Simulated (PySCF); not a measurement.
# OH: bond curves at several levels of theory

An exercise on one series of results from a longer session: the logs are not shown, and one member is left open.

The runs use PySCF 2.14.0; H 6-31G(d,p), O 6-31G(d,p), no relativity.

Set-up of the first run:

The job is set up so:

```json
{"atoms": "H, O", "charge": "0", "basis": "H 6-31G(d,p), O 6-31G(d,p)", "Hamiltonian": "no relativity", "basis functions": "19", "electrons treated": "9", "masses in u": "1.0078, 15.9949", "levels": "PBE0, PBE, r²SCAN, PBEsol, M06-2X, B3LYP, CAM-B3LYP, HF, MP2, SCS-MP2, CCSD, CCSD(T)", "grid": "80 radial by 434 angular points", "occupations": "held fixed by the projection of orbital angular momentum", "dissociation limit": "H + O, each in its ground configuration", "starting distance in angstrom": "0.920", "values of 2S to try": "1, 3"}
```

Launch:

```
OMP_NUM_THREADS=1 python dia.py task.json out
```

Among the steps run: The job; The PBE0 curve of the state that the search chose; PBE (GGA); r²SCAN; PBEsol (GGA); M06-2X; B3LYP; CAM-B3LYP; UHF (mean field); Correlated methods on the Hartree–Fock reference.

One table of the session follows, with a row left open; its other results are not shown here.

| level | Re (Å) | ωe (cm⁻¹) | De (eV) |
| --- | --- | --- | --- |
| UHF | 0.954 | 4059 | 2.89 |
| UHF-MP2 | 0.972 | 3839 | 4.17 |
| UHF-SCS-MP2 | 0.973 | 3821 | 4.19 |
| UHF-CCSD | 0.975 | 3778 | 4.14 |
| UHF-CCSD(T) | 0.976 | 3760 | 4.17 |
| PBE | 0.988 | 3593 | 4.63 |
| PBEsol | 0.989 | 3600 | 4.83 |
| r²SCAN | 0.977 | 3728 | 4.58 |
| B3LYP | 0.980 | 3692 | 4.55 |
| PBE0 | 0.975 | 3771 | 4.46 |
| M06-2X | 0.975 | 3778 | 4.49 |
| CAM-B3LYP | ? | ? | ? |

Estimate the missing values for CAM-B3LYP.

**Answer.** Re (Å): 0.978; ωe (cm⁻¹): 3734; De (eV): 4.56. In the column «Re (Å)» it lies between r²SCAN (0.977) and B3LYP (0.980).
